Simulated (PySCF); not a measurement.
**Working out the ionisation energy of P**

P [Ne] 3s2 3p3 (4S) → P+ [Ne] 3s2 3p2 (3P). Computed with PySCF 2.14 in aug-cc-pVDZ-DK (5s4p2d, 27 functions), with scalar relativity by spin-free X2C-1e. Frozen: [Ne]. Energies in hartree (1 hartree = 27.21139 eV):

| part | P (lower) | P+ (upper) |
| --- | --- | --- |
| UHF | -341.524308 | -341.159399 |
| CCSD correlation | -0.085087 | -0.070962 |
| (T) | -0.001546 | -0.001045 |

**Question.** What does Hartree-Fock give?

**Answer.** (-341.159399) − (-341.524308) = 0.364909 hartree = 9.930 eV.

**Question.** What do CCSD and CCSD(T) give?

**Answer.** The CCSD correlation energies differ by 0.014125 hartree = 0.384 eV and the triples by 0.000501 hartree = 0.014 eV, so CCSD gives 10.314 eV and CCSD(T) 10.328 eV.

Measured between the centres of the two terms (NIST): 10.526 eV, so CCSD(T) (valence) is off by -0.198 eV.

A double-zeta basis recovers only part of the correlation energy.

What remains against the reference includes basis incompleteness, the frozen core and higher excitations.
